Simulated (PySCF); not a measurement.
Compound: C4H9N.
SMILES with atom numbers: `[CH3:1]/[CH:2]=[N:3]/[CH2:4][CH3:5]` (hydrogens: H6, H7, H8 on C1; H9 on C2; H10, H11 on C4; H12, H13, H14 on C5)

Cartesian coordinates in Å at the GFN2-xTB level; atoms count from 1:
```
atom  x, y, z in Å
C1     2.4499    0.2457    0.0893
C2     1.1162   -0.0524    0.6749
N3     0.1410   -0.3698   -0.0441
C4    -1.1406   -0.6409    0.5344
C5    -2.1713    0.3383   -0.0221
H6     3.2016   -0.4119    0.5236
H7     2.4227    0.1102   -0.9876
H8     2.7320    1.2723    0.3204
H9     1.0474    0.0194    1.7742
H10   -1.1231   -0.5888    1.6376
H11   -1.4163   -1.6577    0.2367
H12   -2.1574    0.3067   -1.1079
H13   -1.9373    1.3513    0.2971
H14   -3.1653    0.0772    0.3313
```

Theory: TDDFT PBE0/def2-SVPD, vertical, gas phase, core orbitals frozen in the response in PySCF.

Frontier orbitals with the atoms that hold most of them (Löwdin shares over 4%, at most four atoms; ? is withheld):

```csv
orbital,ε (eV),atoms
HOMO-3,-10.42,"C5 31%, H14 13%, C4 10%, H12 9%"
HOMO-2,-9.64,"C5 23%, C4 22%, H10 8%, H13 8%"
HOMO-1,-8.20,?
HOMO,?,?
LUMO,0.11,"C2 35%, N3 33%, C1 7%, H9 6%"
LUMO+1,1.02,"C2 16%, C1 15%, C5 13%, C4 12%"
LUMO+2,1.34,"C1 24%, C5 13%, H6 10%, H8 10%"
```

(1) Give the leading atoms of the HOMO-1.

(2) Which atoms hold the HOMO, and with what shares?

(3) What is the HOMO energy, and the HOMO–LUMO gap?

Results:

(1) N3 (bonded to 2 C) 34%; C2 (bonded to C, N and H) 24%; C4 (bonded to C, N and 2 H) 11%; C5 (bonded to C and 3 H) 8%. By element: carbon 43% or more, nitrogen 34%.

(2) N3 (bonded to 2 C) 59%; C2 (bonded to C, N and H) 12%; C4 (bonded to C, N and 2 H) 11%; H9 (bonded to C) 6%. By element: nitrogen 59%, carbon 23% or more, hydrogen 6% or more.

(3) ε(HOMO) = -7.06 eV; the gap is 7.17 eV (0.2634 hartree).

Problem. How does S1 compare with the orbital gap of 7.17 eV?

Solution. S1 is at 5.17 eV (f = 0.0011), 1.99 eV below the gap, made of HOMO→LUMO (98%). 

Problem. Give energy, strength and leading configuration of S1 and S2, and follow the Löwdin shares of the leading atoms from the occupied to the empty orbital.

Solution. 
- S1 (5.17 eV, f 0.0011), HOMO→LUMO (98%): N3 59% → 33%, C2 12% → 35%
- S2 (7.00 eV, f 0.022), HOMO→LUMO+1 (92%): N3 59% → at most 12%, C2 12% → 16%, C1 at most 6% → 15%

Hardware: an Arm Neoverse V1 with one thread, shared host with 64 logical CPUs at a one-minute load of 18. Cost: 15 s wall, 0.77 GiB resident at most.

One conformer stands for the species.
